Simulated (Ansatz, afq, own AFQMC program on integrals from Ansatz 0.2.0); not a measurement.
# CHSi, doublet in 6-31G, levels against full CI

```csv
atom,x (Å),y (Å),z (Å)
Si,0.0000,0.0000,1.6225
C,0.0000,0.0000,-0.2715
H,0.0000,0.0000,-1.3509
```

Connectivity, by distances: Si–CH.

Basis 6-31G. Only valence electrons are correlated. AFQMC by an in-house program on the Cholesky factors that Ansatz 0.2.0 writes for its CCSD(T) run. ph-AFQMC/CISD is guided by a CISD state made of CCSD amplitudes; releasing the constraint for a short imaginary time cuts its bias at the price of noise, slowly where states lie close. Error bars are statistical, one sigma.

Determinant: UHF, the one that the program's search chose, which needn't be the lowest solution. The geometry is a point of a scan.

Full CI on the same integrals is exact in this basis and with this determinant's frozen core.

Cautions: strong correlation (T1 0.102, weight of the determinant 0.69, largest double 0.25); unrestricted determinant spin contaminated (⟨S²⟩ 1.46 against 0.75); the released energies are still falling, so no released level is given (meV from the phaseless value at times in 1/Eh: -4 ± 3 at 0.24, -4 ± 3 at 0.51, -6 ± 3 at 0.99, -9 ± 5 at 1.62, -17 ± 5 at 2.40), though the last usable value meets full CI within the noise.

The T1 diagnostic is 0.1020. The weight of the determinant in the CISD state is 0.692 and the ⟨S²⟩ of the determinant is 1.456. The size of the correlated space is 9 electrons in 18 orbitals.

| level | correlation energy (eV) |
| --- | --- |
| MP2 | -2.3104 |
| CCSD | -3.4587 |
| CCSD(T) | -3.5937 |

(1) Estimate where full CI lies against CCSD(T) on the same integrals.

(1) 1.64 kcal/mol below CCSD(T).

Reference: full CI, correlation energy -3.665 eV. The cautions show a poor starting determinant, so the rows tell how each method copes with it here, and full CI is the sure value.

| level | E − E(reference) (kcal/mol) | share of correlation (%) |
| --- | --- | --- |
| CCSD(T) | 1.64 | 98.06 |
| CCSDT | 0.53 | 99.37 |
| CCSDT(Q) | -0.02 | 100.02 |
| CCSDTQ | 0.06 | 99.92 |
| ph-AFQMC/HF | -0.59 ± 0.55 | 100.70 |
| ph-AFQMC/CISD | 0.32 ± 0.10 | 99.62 |

CCSDT and higher add their correlation energy to the determinant of the CCSD(T) run, since their own runs factorise the integrals more tightly (a shift of under 2 meV). A walk keeps the symmetry of its determinant, which the program's search chose and which needn't be the lowest solution, so a lower state of the same spin and another symmetry isn't excluded.
